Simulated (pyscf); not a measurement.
`[SiH3][Se][SiH3]` + `[H][H]` → `[SiH4]` + `[SiH3][SeH]` (four-centre exchange; singlet surface; Se–Si, H–H broken, H–Si, H–Se formed). PySCF, gas phase, ωB97X-D3(BJ)/def2-SVP geometries. Energies in eV from the separated reactants.

```
level                      barrier  reaction energy
----------------------  ----------  ---------------
ωB97X-D3(BJ)/def2-TZVP        2.49            +0.63
PBE/def2-TZVP                 2.08            +0.43
r²SCAN/def2-TZVP              2.21            +0.48
B3LYP-D3(BJ)/def2-TZVP  (withheld)       (withheld)
PBE0-D3(BJ)/def2-TZVP         2.19            +0.49
ωB97M-D3(BJ)/def2-TZVP  (withheld)            +0.41
```

### Question
What belongs in the gaps?

### Answer

- B3LYP-D3(BJ)/def2-TZVP, barrier: 2.32
- B3LYP-D3(BJ)/def2-TZVP, reaction energy: +0.45
- ωB97M-D3(BJ)/def2-TZVP, barrier: 2.39

The functionals in the table span 0.42 eV in this barrier, from PBE to ωB97X-D3(BJ)/def2-TZVP. One saddle was located; it need not be the lowest between these sides. Elements up to Kr have no core potential and no relativistic terms here.
